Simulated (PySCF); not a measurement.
Gas-phase reaction: 2 AlCl + O₂ ⇌ Al₂O₂ + Cl₂

Method: PySCF energies (xtb for GFN2) plus ideal-gas RRHO corrections (1 bar). 'Table' is the NASA 1993 thermochemical table (part measured, part estimated). After a fit of one offset per element over all species, the range-separated, M06-2X, PBE0/def2-QZVP and CCSD(T)/def2-TZVPP enthalpies, where run, lie to one side of the table for AlCl (-22 kJ/mol), Al₂O₂ (+36 kJ/mol): a fault of the table's entry, another state or a shared error of the levels is possible; this was not checked at source. S°(298 K) at PBE0/def2-TZVP differs from the NASA 1993 table for Al₂O₂ (-11 J/mol/K); whether the harmonic model or the table's entry is off was not settled. † marks an energy on the PBE0/def2-TZVP geometry and frequencies; other levels use their own. CCSD(T) freezes the core. Open shells (unrestricted): O₂ (multiplicity 3); the rest are closed-shell singlets. GFN2 has no spin-polarisation term. CCSD(T) isn't extrapolated to the basis-set limit; its ΔH°(298 K) is -168.8 kJ in def2-SVP and -249.9 kJ in def2-TZVPP. The harmonic model lacks anharmonicity and excited electronic states, which grow with temperature; levels with a mode under 35 cm⁻¹ are left out. Strong static correlation: Al₂O₂. The table's entry may be an old estimate for AlCl, Al₂O₂ (not checked at source). Warning, large T1 diagnostic: Al₂O₂ (CCSD(T)/def2-SVP†).

```tsv
level	ΔH°(298 K), kJ	minus table	ΔG°(1000 K), kJ
table	-291.6	-	-138.2
CCSD(T)/def2-SVP†	-168.8	122.8	-2.0
GFN2-xTB	-699.0	-407.4	-539.9
HF/def2-TZVP†	5.0	296.6	171.9
PBE/def2-TZVP†	-232.3	59.3	-65.4
PBE0/def2-TZVP	-197.3	94.3	-30.4
r2SCAN/def2-TZVP†	-241.3	50.3	-74.5
LDA/def2-TZVP†	-316.1	-24.5	-149.2
```
